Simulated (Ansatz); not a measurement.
Species: F (charge -1, singlet).

Basis-set convergence of Hartree-Fock and MP2 correlation energies (hartree) with Ansatz (an electronic-structure program). Correlated levels leave the core frozen unless marked. No spin-orbit coupling. No relativistic terms.

```csv
basis,functions,E(HF),"E(corr, MP2)"
aug-cc-pVDZ,23,-99.42828,-0.23766
aug-cc-pVTZ,46,-99.45081,-0.29507
aug-cc-pVQZ,80,-99.45746,-0.31694
```

Extrapolating the two largest sets (X = 3 and 4) as X^-3: E(corr) = (64·(-0.31694) - 27·(-0.29507))/37 = -0.3329 Eh, an estimate of the basis-set limit. The largest set recovers 95.2 % of it, the smallest 71.4 %.
